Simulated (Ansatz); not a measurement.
**CH4MgO: ionisation energy by level of theory**

Aim: the vertical ionisation energy of CH4MgO, as cation minus neutral at the neutral's geometry, on several levels, and how well −ε(HOMO) stands in for it.

The runs use Ansatz 0.2.0, Gaussian basis; unrestricted cation, the program's frozen cores in correlated methods.

Plan: UKS PBE-D4/def2-TZVPP; UKS r2SCAN-D4/def2-TZVPP; UKS PBE0-D4/def2-TZVPP; UKS B3LYP-D4/def2-TZVPP; UKS wB97X-V/def2-TZVPP; UKS wB97M-V/def2-TZVPP; UKS B2PLYP/def2-TZVPP; UHF-CCSD(T)/def2-TZVPP; UHF-CCSD(T)/def2-QZVPP; extrapolation to the limit; then −ε(HOMO) from the neutral's earlier runs with LDA (SPW92), PBE-D4, revPBE-D4, BLYP-D4, r2SCAN-D4, B97M-V, PBE0-D4, B3LYP-D4, r2SCANh-D4, r2SCAN0-D4, HSE06-D4, BHLYP-D4, CAM-B3LYP-D4, LC-ωPBE, ωB97X-V, ωB97M-V.

## Step 1: The relaxed structure

All runs share one geometry, relaxed beforehand with PBE0-D4 in a triple-zeta def2 set.

7 atoms, charge 0, spin multiplicity 1.

Atoms are counted from 1 here; the program's logs count them from 0.

Bond lengths: C1–O2 1.376 Å, C1–H4 1.100 Å, C1–H5 1.100 Å, C1–H6 1.100 Å, O2–Mg3 1.763 Å, Mg3–H7 1.690 Å. Angles: O2–C1–H4 111.8°, O2–C1–H5 111.8°, O2–C1–H6 111.8°, H4–C1–H5 107.0°, H4–C1–H6 107.0°, H5–C1–H6 107.0°, C1–O2–Mg3 180.0°, O2–Mg3–H7 180.0°.

Coordinates:

```mol
CH4MgO
  3D, bonds by distance, orders not assigned

  7  6  0  0  0  0  0  0  0  0999 V2000
   -0.6350    0.9513   -0.0894 C   0  0
    0.1283   -0.1891    0.0093 O   0  0
    1.1073   -1.6498    0.1350 Mg  0  0
   -0.9133    1.1679   -1.1312 H   0  0
   -0.1016    1.8343    0.2919 H   0  0
   -1.5704    0.8678    0.4832 H   0  0
    2.0461   -3.0504    0.2555 H   0  0
  1  2  8  0
  2  3  8  0
  1  4  8  0
  1  5  8  0
  1  6  8  0
  3  7  8  0
M  END
```

## Step 2: Cation, UKS PBE-D4/def2-TZVPP

in.yaml

```yaml
crystal:
  periodic: [false, false, false]
  atoms:
    - {symbol: C, position_ang: [-0.635049, 0.951282, -0.089411]}
    - {symbol: O, position_ang: [0.128275, -0.189080, 0.009284]}
    - {symbol: Mg, position_ang: [1.107294, -1.649766, 0.134956]}
    - {symbol: H, position_ang: [-0.913284, 1.167886, -1.131210]}
    - {symbol: H, position_ang: [-0.101646, 1.834334, 0.291872]}
    - {symbol: H, position_ang: [-1.570386, 0.867767, 0.483158]}
    - {symbol: H, position_ang: [2.046097, -3.050424, 0.255452]}
basis:
  gaussian: {orbitals: def2-TZVPP}
total_charge: 1
magnetization: {spin_polarized: true, initial_magnetization: 1}
hamiltonian: {xc: pbe, dispersion: d4}
```

Run with:

```sh
$ ansatz run in.yaml --threads 2 --pin off --events-out ev --progress --plain --max-ram 32768MiB --backend cpu
```

After this run come: Cation, UKS r2SCAN-D4/def2-TZVPP; Cation, UKS PBE0-D4/def2-TZVPP; Cation, UKS B3LYP-D4/def2-TZVPP; Cation, UKS wB97X-V/def2-TZVPP; Cation, UKS wB97M-V/def2-TZVPP; Cation, UKS B2PLYP (frozen core)/def2-TZVPP; Cation, UHF-CCSD(T)/def2-TZVPP; Cation, UHF-CCSD(T)/def2-QZVPP.

**Question.** What will the summary of the whole plan be? Wanted: ionisation energy, CCSD(T)/CBS; nearest functional by difference; nearest −ε(HOMO); −ε(HOMO) of PBE; T1 of the cation.

The runs gave:

```
                        quantity               value
  ionisation energy, CCSD(T)/CBS             9.86 eV
nearest functional by difference   B2PLYP (-0.20 eV)
                nearest −ε(HOMO)  LC-ωPBE (+0.08 eV)
                 −ε(HOMO) of PBE             5.62 eV
                T1 of the cation               0.024
```

What this shows: Energy differences with functionals land within 0.73 eV of the reference. The PBE orbital energy is 4.2 eV too small: a semilocal HOMO is no ionisation energy. Among orbital estimates LC-ωPBE comes nearest. Hartree-Fock falls 1.59 eV short, as the neutral has more correlation energy than the cation. Correlated methods include outer-core shells of Mg, which these sets cover unevenly.
